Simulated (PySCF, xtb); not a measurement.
CH₃S, multiplicity 2. Atoms are numbered in the order given.

```xyz
5

C     -1.0993    -0.0094     0.0000
S      0.6885    -0.0021     0.0000
H     -1.4110     1.0418     0.0000
H     -1.5044    -0.4756    -0.8990
H     -1.5044    -0.4756     0.8990
```
Charge 0, spin multiplicity 2.

The structure is a stationary point at r2SCAN-D4/def2-TZVP. The isomer is the one that the SMILES or the coordinates give; other isomers of the formula were not compared.

Computed with C-PCM-ωB97X/def2-TZVPD (PySCF).

The values are the electrostatic part of the solvation free energy, E(continuum) − E(gas) at the gas-phase geometry, in a cavity of scaled van der Waals radii (PySCF's table); cavitation and dispersion terms are not included. The dipole moment in vacuum is 1.73 D.

```csv
solvent,ε,ΔG(elec) (kcal/mol),dipole (D)
water,78.36,-2.6,2.34
n-hexane,1.88,-1.1,1.98
2-propanol,19.26,-2.4,2.31
```

For comparison, GFN2-xTB/ALPB(water) (xtb, at the GFN2-xTB geometry, all terms of that model) gives 0.5 kcal/mol.
